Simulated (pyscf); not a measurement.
Cl–GeH₃ (SMILES [Cl][GeH3]) + HCl (SMILES Cl) → GeH₂ (SMILES [GeH2]) [singlet] + HCl (SMILES Cl) + HCl (SMILES Cl) (multi-bond step; singlet surface; Cl–Ge, Ge–H, Cl–H broken, Cl–H, Cl–H formed). Structures and frequencies: ωB97X-D3(BJ)/def2-SVP in PySCF. Correlated levels are frozen-core, on RHF or UHF. ΔMP2 is the change of the MP2 total energy from the triple- to the quadruple-zeta basis. Energies in kcal/mol from the separated reactants.

```tsv
level	barrier	reaction energy
B3LYP-D3(BJ)/def2-TZVP	38.2	+54.7
ωB97M-D3(BJ)/def2-TZVP	44.6	+54.7
HF/def2-TZVP	68.3	+55.4
MP2/def2-QZVPP	(withheld)	+61.3
CCSD/def2-TZVPP	52.4	+56.7
CCSD(T)/def2-TZVPP	48.7	+57.5
CCSD(T)/def2-TZVPP + ΔMP2(QZVPP)	(withheld)	(withheld)
```

Q: Complete the blanks.

A: 
- MP2/def2-QZVPP, barrier: 45.4
- CCSD(T)/def2-TZVPP + ΔMP2(QZVPP), barrier: 47.1
- CCSD(T)/def2-TZVPP + ΔMP2(QZVPP), reaction energy: +57.0

On the product side the descent ends in an adduct with a Cl–Ge contact, 17.7 kcal/mol under the separated species and 1.9 kcal/mol under the saddle at ωB97X-D3(BJ)/def2-TZVP. At B3LYP-D3(BJ), ωB97M-D3(BJ)/def2-TZVP, MP2, CCSD, CCSD(T), CCSD(T) the saddle lies under the separated products, which points to a path from their complex (located at ωB97X-D3(BJ) alone), and parting the products costs more than the saddle. What is counted as broken (Cl–Ge) persists as a longer contact in the product adduct; parting that adduct is a step of its own. The same reactants have a lower exit, to Cl–GeH₃ + HCl (barrier +32.2 kcal/mol at ωB97M-D3(BJ)/def2-TZVP, against +44.6 kcal/mol here). One saddle was located; it need not be the lowest between these sides. The CCSD(T) − MP2 part came from Ansatz, without density fitting, on the same reference. The frozen core leaves the outer d or s,p core shells of the metals and heavy elements correlated in the MP2 and CC values, and def2-TZVPP describes them poorly, which can shift differences by a few kcal/mol. Elements up to Kr have no core potential and no relativistic terms here.
